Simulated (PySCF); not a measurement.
C5H8N (doublet state).
Numbering: `[CH3:1][CH2:2][N:3]1[CH:4]=[C:5][CH2:6]1` (hydrogens: H7, H8, H9 on C1; H10, H11 on C2; H12 on C4; H13, H14 on C6)

Structure used (GFN2-xTB), in Å, numbered top down from 1:
```xyz
14
C5H8N angstrom
C      1.681   -0.073   -0.755
C      0.745    0.467    0.321
N     -0.628    0.343   -0.106
C     -1.689    0.871    0.680
C     -2.280   -0.317    0.847
C     -1.283   -0.978   -0.084
H      1.506   -1.134   -0.911
H      1.510    0.447   -1.694
H      2.715    0.071   -0.454
H      0.920   -0.067    1.268
H      0.937    1.531    0.491
H     -1.780    1.880    1.030
H     -1.677   -1.261   -1.057
H     -0.677   -1.780    0.337
```

The hyperfine couplings belong to this conformer and change with its torsions.

Method used: UKS B3LYP, pcH-1 on C H N, non-relativistic, mean-field spin-orbit, GIAO (PySCF). Geometry: GFN2-xTB, one conformer, isolated molecule. A GFN2-xTB geometry isn't a minimum of the functional, and hyperfine couplings can be far from their values at a DFT geometry. Stability of the SCF solution: not tested.

Q: What is the g tensor, term by term?

A: 
```
                    Δg (ppm)     1     2     3
relativistic mass correction  -182  -182  -182
            gauge correction    38     0     5
   orbital Zeeman/spin–orbit  -594   200   430
                       total  -738    18   254
```

So g = 2.00158, 2.00234, 2.00257 and g_iso = 2.00216; the tensor is rhombic: the two nearest values differ by 24 % of g3 − g1. 

Q: What effective moment and Curie constant follow for a powder?

A: With the mean of g² = 4.0087 and S(S+1) = 0.75: μ_eff = √(⟨g²⟩S(S+1)) = 1.734 μB and χT = 0.12505·⟨g²⟩·S(S+1) = 0.376 cm³ K/mol (cgs; spin-Hamiltonian part alone).

Q: At 9.511 GHz, how far is the centre of the isotropic spectrum from where a free electron (g = 2.002319) resonates?

A: B = hν/(g μB) with μB/h = 13.99624 MHz/mT gives 339.38 mT for the free electron and 339.40 mT at g_iso, 0.03 mT higher.

Q: In a frozen sample, at which fields do the three g values resonate at 9.5, 34, 94 and 263 GHz (hyperfine left aside), and which band first spreads them over more than twice a line width of 0.3 mT?

A: 
```
band    GHz  B(g3) mT  B(g2) mT  B(g1) mT  spread mT
   X    9.5    338.94    338.98    339.11       0.17
   Q   34.0   1213.05   1213.19   1213.65       0.60
   W   94.0   3353.73   3354.12   3355.39       1.66
   J  263.0   9383.30   9384.41   9387.95       4.65
```

The spread grows in proportion to the frequency. W band is the first where it exceeds 0.6 mT.

Largest spin populations (Mulliken): C5 (+0.80) and N3 (+0.21).

The HOMO–LUMO gaps are 6.18 eV among the α and 3.53 eV among the β orbitals.
